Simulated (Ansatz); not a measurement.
Geometry optimisation, Ansatz, RKS PBE-D4/def2-SVP.

input.yaml

```yaml
crystal:
  periodic: [false, false, false]
  atoms:
    - { symbol: B, position_ang: [0.0, 0.0, 0.0] }
    - { symbol: H, position_ang: [0.0, 0.0, 1.19] }
    - { symbol: "N", position_ang: [1.3423, 0.0, -0.775] }
    - { symbol: H, position_ang: [1.8089, -0.9179, -1.0268] }
    - { symbol: H, position_ang: [1.7937, 0.9179, -1.0532] }
    - { symbol: Cl, position_ang: [-1.6108, 0.0, -0.93] }
basis:
  gaussian: { orbitals: def2-SVP }
hamiltonian:
  xc: pbe
  dispersion: d4
relax:
  f_tol: 0.02
  max_steps: 40
```

Run as:

```bash
$ ansatz run input.yaml --threads 1 --pin off --max-ram 2048MiB --backend cpu --events-out ev --progress --plain --runs-dir out
```

**Question.** Where does it end, and by what steps?

**Answer.** The forces met the threshold. After 9 steps the energy has fallen by 1.621 eV; H5 moved furthest, 0.93 Å.

```csv
step,energy less start (eV),largest force component (eV/Å),accepted
0,0.0000,2.861,yes
1,-0.3534,1.183,yes
2,-0.5556,1.352,yes
3,-0.8469,1.023,yes
4,-1.1542,1.129,yes
5,-1.3979,1.040,yes
6,-1.5918,0.616,yes
7,-1.6167,0.237,yes
8,-1.6213,0.081,yes
9,-1.6214,0.004,yes
```

```xyz
6
Properties=species:S:1:pos:R:3
B 0.049 -0.056 -0.054
H -0.020 -0.557 1.048
N 1.255 -0.017 -0.753
H 2.118 -0.404 -0.371
H 1.351 0.395 -1.683
Cl -1.420 0.638 -0.782
```

Whether the end is a true minimum wasn't checked by a vibrational analysis.

Time of the run: 10 s on 1 thread of AMD EPYC 7R13 Processor (Zen 3), with other jobs on the host, peak memory 0.13 GiB.
